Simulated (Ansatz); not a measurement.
Reaction (atomization): `C#CC(N)(F)S` → 3 C• + F• + 4 H• + N• + S•

Calculated with Ansatz (gas phase, PBE0-D4/def2-TZVP geometries, no zero-point term in ΔE). CCSD(T)/CBS adds triple-zeta CCSD(T) − MP2 to the extrapolated MP2 energy (def2 sets, frozen cores). This one scheme is used for every species, atoms too. Functionals use def2-TZVPP. Open shells (•) are unrestricted, without spin–orbit coupling. Spin–orbit coupling would lower the free atoms: a little for C, F, S. One conformer a species, not always the lowest.

| level | ΔE (kJ/mol) |
| --- | --- |
| PBE-D4 | 4091.5 |
| B2PLYP | 3878.3 |
| r2SCAN | 3923.8 |
| HF/def2-TZVPP | 2615.5 |
| CCSD/def2-TZVPP | 3695.7 |
| SCS-MP2/def2-QZVPP | 3944.6 |
| HF/CBS(def2) | 2621.4 |
| MP2/CBS(def2) | 4037.7 |

(1) What does CCSD(T)/CBS give? (Estimate.)

Largest T1 diagnostic among the species: 0.013.

Answers

(1) The calculation gave: +3912.3 kJ/mol. The listed levels differ from it by 179.2, -34.0, 11.5, -1296.8, -216.6, 32.3, -1290.9, 125.4 kJ/mol.

From PBE to PBE0 (25 % exact exchange), in def2-TZVPP and without D4, ΔE moves by −130.6 kJ/mol: exact exchange takes away binding that semilocal exchange gives to molecules. The D4 term adds +37.0 kJ/mol with B3LYP and +19.3 kJ/mol with PBE0; it sums over pairs of atoms, weighted by their polarisabilities, and B3LYP, whose exchange is more repulsive, gets the larger term. In def2-TZVPP, CCSD(T) changes the Hartree–Fock value by +1171.1 kJ/mol (the triples alone add +91.0 kJ/mol) and MP2 by +1296.5 kJ/mol; breaking electron pairs costs correlation energy, which Hartree–Fock lacks.

B3LYP here is the variant with VWN-RPA as its local correlation; programs differ in this.

For atomizations the MP2-based limit and the directly extrapolated one differ by several kJ/mol either way, and by 10 to 25 for some Ge, Se and Sn compounds, so smaller differences from it don't rank the levels.
